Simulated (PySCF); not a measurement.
chloromethane cation (CH3Cl), SMILES CCl (connectivity only; charge and spin as stated), charge +1, multiplicity 2.

The structure is a stationary point at PBE-D3(BJ)/def2-TZVP. A frequency run showed that this geometry is not a minimum. The spin state was assumed, not searched.

Two levels are set side by side: PBE/def2-TZVPD (PySCF) and r2SCAN/def2-TZVPD (PySCF). Same geometry, gas phase. Differences are taken from unrounded values.

```json
[
 {"quantity": "α-spin orbital gap (eV)", "r2SCAN": "8.46", "PBE": "7.72", "PBE minus r2SCAN": "-0.74"},
 {"quantity": "β-spin orbital gap (eV)", "r2SCAN": "0.99", "PBE": "0.43", "PBE minus r2SCAN": "-0.56"},
 {"quantity": "mean polarisability (bohr³)", "r2SCAN": "25.5", "PBE": "25.8", "PBE minus r2SCAN": "0.3"}
]
```

Rough cost on one machine, each run with all the roots and properties that it gave: r2SCAN against PBE about 3 times.
